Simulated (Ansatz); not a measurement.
CH6BN, 9 atoms. Charge 0, multiplicity 1. The bonds changed during the relaxation, so this is another structure than the one it started from. All runs use 2 threads of an Arm Neoverse N1 on a shared host. Correlated methods freeze the cores. Open-shell runs search over several starts.

Task: Give the basis size and wall time and peak host memory of each of these runs in Ansatz. UKS r2SCAN-D4/def2-TZVPP energy of the cation; RKS PBE0-D4/def2-SVP energy; UHF-MP2/def2-TZVPP energy of the cation; RHF-CCSD(T)/def2-SVP energy; RKS PBE0-D4/def2-TZVP relaxation (7 steps); RKS PBE0-D4/def2-TZVP frequencies; RKS ωB97M-V/def2-QZVPP energy; RKS PBE0-D4/def2-QZVPP energy; RKS r2SCANh-D4/def2-TZVPP energy; UHF-MP2/def2-QZVPP energy of the cation; RHF-CCSD(T)/def2-TZVPP energy; direct RPA on PBE orbitals/def2-TZVPP energy. (Estimate.)

Result: Ansatz gave: Other jobs shared the machine, so times are rough.

```tsv
level	job	functions	wall time	peak host memory (GiB)
RKS PBE0-D4/def2-SVP	energy	72	1.1 s	0.12
RHF-CCSD(T)/def2-SVP	energy	72	2.3 s	0.19
RKS r2SCANh-D4/def2-TZVPP	energy	177	5.5 s	0.29
direct RPA on PBE orbitals/def2-TZVPP	energy	177	6 s	0.28
RKS PBE0-D4/def2-QZVPP	energy	351	9 s	0.86
UHF-MP2/def2-TZVPP	energy of the cation	177	16 s	0.3
RKS ωB97M-V/def2-QZVPP	energy	351	22 s	1.1
RKS PBE0-D4/def2-TZVP	relaxation (7 steps)	129	24 s	0.2
UKS r2SCAN-D4/def2-TZVPP	energy of the cation	177	37 s	0.4
RHF-CCSD(T)/def2-TZVPP	energy	177	44 s	1.7
RKS PBE0-D4/def2-TZVP	frequencies	129	100 s	0.2
UHF-MP2/def2-QZVPP	energy of the cation	351	2.1 min	1.4
```
